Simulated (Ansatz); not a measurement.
**SiH2 (triplet): wave-function methods side by side at distance H1–H2 along a hydrogen transfer = 0.883 Å, cc-pVTZ**

How much of the correlation energy of SiH2 (triplet) does each wave-function method recover here?

Computed with Ansatz 0.2.0, Gaussian basis. Level: cc-pVTZ, core rule «outside noble gas», up to 5 orbitals frozen.

To be run: UHF; CCSD(T) on ROHF; CCSD(T) on UHF; BCCD(T) on ROHF; CISD; CCSDT(Q) on ROHF; CCSDT(Q) on UHF; CASSCF and MRCISD+Q, 4 electrons in 4 orbitals; CASSCF and NEVPT2, 4 electrons in 4 orbitals; CASSCF and MRCISD+Q, 6 electrons in 6 orbitals; CASSCF and NEVPT2, 6 electrons in 6 orbitals; Full CI.

**1. The system**

The geometry derives from fragments relaxed apart (PBE0/def2-TZVP) and kept rigid, so it is no stationary point. A hydrogen atom is moved between rigid fragments.

3 atoms, charge 0, spin multiplicity 3.

Atoms are counted from 1 here; the program's logs count them from 0.

Bond lengths: H2–Si3 1.624 Å.

**2. UHF**

File in.yaml:

```yaml
crystal:
  periodic: [false, false, false]
  atoms:
    - {symbol: H, position_ang: [0.000000, 0.000000, -1.130000]}
    - {symbol: H, position_ang: [0.000000, 0.000000, -0.247000]}
    - {symbol: Si, position_ang: [0.000000, 0.000000, 1.377000]}
basis:
  gaussian: {orbitals: cc-pVTZ}
magnetization: {spin_polarized: true, initial_magnetization: 2}
hamiltonian: {xc: hf}
output: {orbitals: {seedname: orbitals}}
```

Run with:

```bash
$ ansatz run in.yaml --threads 1 --pin off --events-out ev --progress --plain --max-ram 2880MiB --backend cpu
```

Further steps of the session: CCSD(T) on ROHF; CCSD(T) on UHF; BCCD(T) on ROHF; CISD; CCSDT(Q) on ROHF; CCSDT(Q) on UHF; CASSCF and MRCISD+Q, 4 electrons in 4 orbitals; CASSCF and NEVPT2, 4 electrons in 4 orbitals; CASSCF and MRCISD+Q, 6 electrons in 6 orbitals; CASSCF and NEVPT2, 6 electrons in 6 orbitals; Full CI.

Q: Predict the results of all the runs planned. Wanted: FCI below the RHF energy; RMP2 from FCI; UMP2 from FCI; RCCSD from FCI; RCCSD(T) from FCI; UCCSD(T) from FCI; RCCSDT(Q) from FCI; UCCSDT(Q) from FCI; NEVPT2 pair from FCI.

**Answer**, as computed:

| quantity | value |
| --- | --- |
| FCI below the RHF energy | -3.7212 eV |
| RMP2 from FCI | +81.3 kJ/mol |
| UMP2 from FCI | +82.6 kJ/mol |
| RCCSD from FCI | +14.9 kJ/mol |
| RCCSD(T) from FCI | +3.2 kJ/mol |
| UCCSD(T) from FCI | +3.1 kJ/mol |
| RCCSDT(Q) from FCI | +0.1 kJ/mol |
| UCCSDT(Q) from FCI | -0.1 kJ/mol |
| NEVPT2 pair from FCI | +79.4 kJ/mol |
| MRCISD+Q pair from FCI | -1.4 kJ/mol |
| NEVPT2 valence from FCI | +67.9 kJ/mol |
| levels within 1 kcal/mol (43 meV) | RCCSD(T), UCCSD(T), BCCD(T), RCCSDT, UCCSDT, RCCSDT(Q), UCCSDT(Q), MRCISD+Q pair, MRCISD+Q valence |
| T1 diagnostic | 0.025 |
| effectively unpaired electrons | 2.07 |

RCCSD(T) lands +3.2 kJ/mol from the yardstick (0.9 % of the correlation energy). MRCISD+Q pair falls below full CI: the +Q correction isn't variational, and the cores differ from full CI's. One determinant dominates. Of the multireference levels listed MRCISD+Q pair comes nearest in total energy (-1.4 kJ/mol), which doesn't show that its space is the better one. These misses are within one basis, not against nature; the frozen cores of restricted and unrestricted runs differ, which can shift their rows.
